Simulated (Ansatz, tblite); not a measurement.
## How well does each level of theory give the elastic constant C11 of rock-salt LiCl?

Reference value: 58.6 GPa (measured, 4 K, no zero-point or thermal correction; as tabulated in Harker's crystal data pages).

```
level (code)       value (GPa)  cell (Å³/atom)
-----------------  -----------  --------------
GFN1-xTB (tblite)   (withheld)           14.73
LDA (Ansatz)              76.2           15.29
PBE (Ansatz)              51.6           17.08
r²SCAN (Ansatz)           60.6           16.70
r²SCANh (Ansatz)          61.4           16.62
```

Task: What belongs in the gaps?

Result: 
- GFN1-xTB (tblite), value (GPa): 80.1

Differences against the reference: GFN1-xTB +37 %, LDA +30 %, PBE -11.9 %, r²SCAN +3.4 %, r²SCANh +4.8 %.

Nearest, and too close to rank with a margin of 5.0 % (twice that across the reference) picked here for doubts on the reference and the settings, and for temperature and zero-point motion: r²SCAN (+3.4 %), r²SCANh (+4.8 %), PBE (-11.9 %). Farthest off: GFN1-xTB (+37 %). Within 20 %: PBE, r²SCAN, r²SCANh. The least costly first-principles kind among them: DFT without exact exchange (PBE, r²SCAN).

The measured value isn't corrected to a static lattice, so vibrations enter the comparison.  GFN1-xTB: the method was fitted mainly to molecules. GFN1-xTB: the run uses a supercell at the zone centre in place of a k mesh. Each level is taken at its own relaxed cell. Cutoffs differ between the levels. Ansatz's density-functional and Hartree–Fock values are scalar-relativistic unless marked +SOC, with PAW data made under PBE.

Differences are worked out from the printed values.

Ansatz is a first-principles code.
